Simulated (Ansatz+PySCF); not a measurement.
Results of a calculation; reference values are marked as such.
This PySCF input gave a total energy of -546.90539 hartree.

```python
from pyscf import gto, scf

mol = gto.M(atom="""
S 0.000000 0.000000 -0.341620
O 0.000000 1.150400 0.341620
O 0.000000 -1.150400 0.341620
""", basis='def2-svp', charge=0, spin=0)
mf = scf.RHF(mol)
mf.init_guess = '1e'
mf.kernel()
while True:  # follow internal instabilities
    mo, _, stable, _ = mf.stability(return_status=True)
    if stable: break
    mf.kernel(mf.make_rdm1(mo, mf.mo_occ))
print(mf.converged, mf.e_tot, mf.spin_square()[0])
```

(1) Write an input for Ansatz with the same method and basis set.

Answers

(1)

```yaml
crystal:
  periodic: [false, false, false]
  atoms:
    - { symbol: S, position_ang: [0.0, 0.0, -0.34162] }
    - { symbol: O, position_ang: [0.0, 1.1504, 0.34162] }
    - { symbol: O, position_ang: [0.0, -1.1504, 0.34162] }
basis:
  gaussian: { orbitals: def2-SVP }
hamiltonian:
  xc: hf
```

Ansatz (development build ahead of 0.2.0) gave -546.90538 hartree, 0.11 meV from the first.
